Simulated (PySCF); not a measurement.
## H2N, SMILES `[NH2]` (charge 0, multiplicity 2)

Method: TPSSh-D3(BJ)/def2-TZVP // B3LYP-D3(BJ)/def2-TZVP (PySCF 2.14.0).

```yaml
highest_occupied_spin_orbital: -7.83 eV
dipole_moment: 1.92 D
total_energy: -1521.23 eV
cost: about 8 core-seconds (a rough figure)
```

```xyz
3

N     -0.0011     0.4256     0.0000
H      0.8068    -0.2107     0.0000
H     -0.8057    -0.2149     0.0000
```
Charge 0, spin multiplicity 2.
